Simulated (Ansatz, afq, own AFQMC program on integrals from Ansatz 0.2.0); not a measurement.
# H$_{2}$O, singlet: AFQMC among the cluster methods

```yaml
atoms:
  - { symbol: O, position_ang: [0.0000, -0.0653, 0.0000] }
  - { symbol: H, position_ang: [0.0000, 0.5184, -0.7615] }
  - { symbol: H, position_ang: [0.0000, 0.5184, 0.7615] }
```

Basis 6-31G. Only valence electrons are correlated. Ansatz 0.2.0 and our own AFQMC program on the same integrals; the CISD trial comes from CCSD amplitudes, and released means the phaseless constraint is let go. Uncertainties: one standard error, sampling alone.

Determinant: RHF, the one that the program's search chose, which needn't be the lowest solution. The geometry is a point of a scan.

Full CI on the same integrals is exact in this basis and with this determinant's frozen core.

```
T1 diagnostic                               : 0.0067
weight of the determinant in the CISD state : 0.957
size of the correlated space                : 8 electrons in 12 orbitals
```

Reference: full CI, correlation energy -3.704 eV. The released energy is read at 2.40 1/Eh (meV from the phaseless value at times in 1/Eh: -0.6 ± 1.2 at 0.24, 0.2 ± 1.2 at 0.51, -0.2 ± 1.1 at 0.99, -1.4 ± 1.1 at 1.62, 0.2 ± 0.9 at 2.40).

| level | E − E(reference) (kcal/mol) | share of correlation (%) |
| --- | --- | --- |
| HF | 85.41 | 0.00 |
| MP2 | 5.13 | 93.99 |
| CCSD | 0.95 | 98.89 |
| CCSD(T) | 0.33 | 99.61 |
| CCSDT | 0.28 | 99.68 |
| CCSDT(Q) | -0.01 | 100.01 |
| CCSDTQ | 0.01 | 99.99 |
| ph-AFQMC/HF | -0.91 ± 0.53 | 101.07 |
| ph-AFQMC/CISD | 0.01 ± 0.05 | 99.99 |
| released AFQMC | 0.01 ± 0.02 | 99.99 |

CCSDT and higher add their correlation energy to the determinant of the CCSD(T) run, since their own runs factorise the integrals more tightly (a shift of under 2 meV). A walk keeps the symmetry of its determinant, which the program's search chose and which needn't be the lowest solution, so a lower state of the same spin and another symmetry isn't excluded. Released energies are given only where the last usable release times agree within the noise; a slower fall can still hide under it.
